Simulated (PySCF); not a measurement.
Process, species as SMILES: C=CC → [CH-]=CC + H+
B3LYP-D3(BJ)/def2-TZVP geometries, fixed; electronic energies without zero-point terms.

Effect of the grid level at PBE0/def2-SVP with PySCF, against the last row, where the deprotonation energy is 427.12 kcal/mol. The proton leaves the site shown, which need not be the most acidic. Cost is core time over that of grids.level: 1, rough, on shared machines of one kind; a dash marks a row that isn't timed (too short, read off another run, short of memory, by another algorithm or on other hardware).

```
setting         grid points, largest species  largest shift of a total energy (mEh)  shift of the deprotonation energy (kcal/mol)  cost
--------------  ----------------------------  -------------------------------------  --------------------------------------------  ----
grids.level: 0                          6984                                 18.874                                         0.345     -
grids.level: 1                         30376                                  0.021                                         0.005    1×
grids.level: 2                         65856                                  0.000                                         0.000    2×
grids.level: 3                        101208                                  0.000                                         0.000    2×
grids.level: 4                        180072                                  0.000                                         0.000    3×
grids.level: 5                        270176                                  0.000                                         0.000    5×
grids.level: 7                        560504                                  0.000                                         0.000    8×
```

Within 0.1 kcal/mol in the deprotonation energy: grids.level: 1; grids.level: 2; grids.level: 3; grids.level: 4; grids.level: 5. The largest shift is 18.874 mEh in a total energy and 0.345 kcal/mol in the difference.
